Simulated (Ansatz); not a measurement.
Geometry optimisation, RKS BLYP/6-31G* (Ansatz 0.2.0).

input.yaml

```yaml
crystal:
  periodic: [false, false, false]
  atoms:
    - { symbol: Si, position_ang: [0.0, 0.0, 0.0] }
    - { symbol: "N", position_ang: [0.0, 0.0, 1.82] }
    - { symbol: H, position_ang: [-0.877, -0.2713, 2.35] }
    - { symbol: H, position_ang: [0.877, 0.2713, 2.35] }
    - { symbol: Si, position_ang: [2.0935, 0.0, -0.7393] }
    - { symbol: H, position_ang: [2.5508, -1.3762, -0.9079] }
    - { symbol: H, position_ang: [2.1573, 0.6939, -2.0222] }
    - { symbol: H, position_ang: [2.951, 0.6823, 0.2255] }
    - { symbol: H, position_ang: [-0.6877, 1.1914, -0.4862] }
    - { symbol: H, position_ang: [-0.6877, -1.1914, -0.4862] }
basis:
  gaussian: { orbitals: "6-31G*" }
hamiltonian:
  xc: blyp
relax:
  f_tol: 0.02
  max_steps: 40
```

Command:

```bash
$ ansatz run input.yaml --threads 1 --pin off --max-ram 2048MiB --backend cpu --events-out ev --progress --plain --runs-dir out
```

**Question.** Where does it end, and by what steps?

**Answer.** It converged. The force dipped under the threshold on the way, but the program's further checks kept it going. After 9 steps the energy has fallen by 0.472 eV; H8 moved furthest, 0.38 Å.

```csv
step,energy less start (eV),largest force component (eV/Å),accepted
0,0.0000,2.868,yes
1,-0.3731,1.312,yes
2,-0.4429,0.312,yes
3,-0.4529,0.512,yes
4,-0.4578,0.210,yes
5,-0.4696,0.104,yes
6,-0.4712,0.055,yes
7,-0.4720,0.011,yes
8,-0.4722,0.025,yes
9,-0.4722,0.020,yes
```

```xyz
10
Properties=species:S:1:pos:R:3
Si -0.032 0.070 0.100
N 0.026 -0.286 1.824
H -0.869 -0.444 2.297
H 0.613 0.313 2.409
Si 2.165 -0.004 -0.772
H 2.757 -1.378 -0.672
H 2.171 0.402 -2.217
H 3.071 0.938 -0.033
H -0.652 1.388 -0.302
H -0.873 -0.998 -0.531
```

Whether the end is a true minimum wasn't checked by a vibrational analysis.

The run took 25 s on 1 thread of Arm Neoverse V1, with other jobs on the host, peak memory 0.11 GiB.
